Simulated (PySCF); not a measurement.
OF2: calculation against experiment

**Measured values to compare with.**

From NIST CCCBDB Release 22 (SRD 101), experimental dipoles, for the gas: dipole moment (microwave Stark effect) 0.297 D.

The results are set against them at the end.

Compound: OF2.
SMILES with atom numbers: `[F:1][O:2][F:3]`

Geometry (PBE0-D3(BJ)/def2-SVP, Å), atoms numbered from 1 in this order:
```xyz
3
OF2 angstrom
F     -1.0796   -0.2903    0.0178
O     -0.0135    0.5836   -0.0041
F      1.0935   -0.2396   -0.0045
```

Runs made with PySCF (gas phase, on this PBE0-D3(BJ)/def2-SVP geometry; no spin–orbit coupling):

```tsv
level	job	basis functions	wall time
PBE0-D3(BJ)/def2-SVP, grid level 1	geometry optimisation from a GFN2-xTB start shaken at random	42	3.0 s
```

Hardware: one thread, Arm Neoverse N1 (aarch64) (shared host).

**Comparison with experiment**

**Dipole moment.** Measured: 0.297 D (NIST CCCBDB Release 22 (SRD 101), experimental dipoles).

| level | computed (D) | computed − measured (D) |
| --- | --- | --- |
| PBE0-D3(BJ)/def2-SVP | 0.217 | -0.080 |

The computed dipoles belong to one fixed geometry; measured ones are averaged over vibrations unless marked μe. Magnitudes are compared, not signs.

The geometry is computed, not the measured one. Where a level misses, the cause wasn't examined.
